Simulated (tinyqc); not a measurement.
ROHF in the sto-3g basis, for NH, spin multiplicity 3, step by step. One step of it, computed by the program tinyqc.

Task: Iteration 1: Roothaan effective Fock matrix. With projectors Pc = D(beta) S, Po = (D(alpha) - D(beta)) S, Pv = 1 - D(alpha) S, the block xy is Px^T F Py; with Fc = (F(alpha) + F(beta))/2, the blocks are Fc for cc, oo, vv and cv, F(beta) for co and F(alpha) for ov.

F(alpha) (hartree):
```
             1N 1s      1N 2s     1N 2px     1N 2py     1N 2pz      2H 1s
1N 1s   -17.263692  -4.015295   0.003732   0.174577   0.200674  -0.214186
1N 2s    -4.015295  -2.122826   0.010591   0.118872   0.187774  -0.264082
1N 2px    0.003732   0.010591  -0.847881   0.003365  -0.016760   0.000079
1N 2py    0.174577   0.118872   0.003365  -0.644078   0.148086   0.051592
1N 2pz    0.200674   0.187774  -0.016760   0.148086  -0.639014  -0.161464
2H 1s    -0.214186  -0.264082   0.000079   0.051592  -0.161464  -0.235055
```

F(beta) (hartree):
```
             1N 1s      1N 2s     1N 2px     1N 2py     1N 2pz      2H 1s
1N 1s   -15.421922  -3.498044  -0.052340   0.006224  -0.141368  -0.268700
1N 2s    -3.498044  -1.740739  -0.034849   0.012417  -0.030485  -0.268537
1N 2px   -0.052340  -0.034849  -0.214377  -0.020924   0.120933  -0.099478
1N 2py    0.006224   0.012417  -0.020924  -0.513009   0.229819   0.081497
1N 2pz   -0.141368  -0.030485   0.120933   0.229819  -0.347029  -0.112896
2H 1s    -0.268700  -0.268537  -0.099478   0.081497  -0.112896   0.010965
```

D(alpha) at the start:
```
            1N 1s      1N 2s     1N 2px     1N 2py     1N 2pz      2H 1s
1N 1s    0.981777  -0.402656  -0.000584  -0.143258  -0.159623   0.024450
1N 2s   -0.402656   0.835605  -0.001090  -0.267590  -0.231016  -0.259037
1N 2px  -0.000584  -0.001090   0.999996  -0.001071  -0.001131  -0.000104
1N 2py  -0.143258  -0.267590  -0.001071   0.736990  -0.277546  -0.025490
1N 2pz  -0.159623  -0.231016  -0.001131  -0.277546   0.760537  -0.269351
2H 1s    0.024450  -0.259037  -0.000104  -0.025490  -0.269351   1.097853
```

D(beta) at the start:
```
            1N 1s      1N 2s     1N 2px     1N 2py     1N 2pz      2H 1s
1N 1s    0.614680  -0.628718   0.054889   0.004525   0.121164   0.210505
1N 2s   -0.628718   0.692255  -0.022692  -0.172429  -0.073503  -0.112391
1N 2px   0.054889  -0.022692   0.240135   0.032584  -0.251071   0.403978
1N 2py   0.004525  -0.172429   0.032584   0.673326  -0.375123  -0.132591
1N 2pz   0.121164  -0.073503  -0.251071  -0.375123   0.488467  -0.292316
2H 1s    0.210505  -0.112391   0.403978  -0.132591  -0.292316   0.754986
```

overlap S:
```
           1N 1s     1N 2s    1N 2px    1N 2py    1N 2pz     2H 1s
1N 1s   1.000000  0.235038  0.000000  0.000000  0.000000  0.014953
1N 2s   0.235038  1.000000  0.000000  0.000000  0.000000  0.203661
1N 2px  0.000000  0.000000  1.000000  0.000000  0.000000  0.000000
1N 2py  0.000000  0.000000  0.000000  1.000000  0.000000  0.000000
1N 2pz  0.000000  0.000000  0.000000  0.000000  1.000000  0.220346
2H 1s   0.014953  0.203661  0.000000  0.000000  0.220346  1.000000
```

Give: effective F.

Result:

effective F (hartree):
```
           1N 1s    1N 2s   1N 2px   1N 2py   1N 2pz    2H 1s
1N 1s   -16.1863  -3.8821   0.0019  -0.0192  -0.0555  -0.2470
1N 2s    -3.8821  -2.1646   0.0368   0.0747   0.1991  -0.1648
1N 2px    0.0019   0.0368  -0.5128  -0.0206   0.0275  -0.0531
1N 2py   -0.0192   0.0747  -0.0206  -0.5193   0.2597   0.0966
1N 2pz   -0.0555   0.1991   0.0275   0.2597  -0.4553  -0.1448
2H 1s    -0.2470  -0.1648  -0.0531   0.0966  -0.1448  -0.1661
```
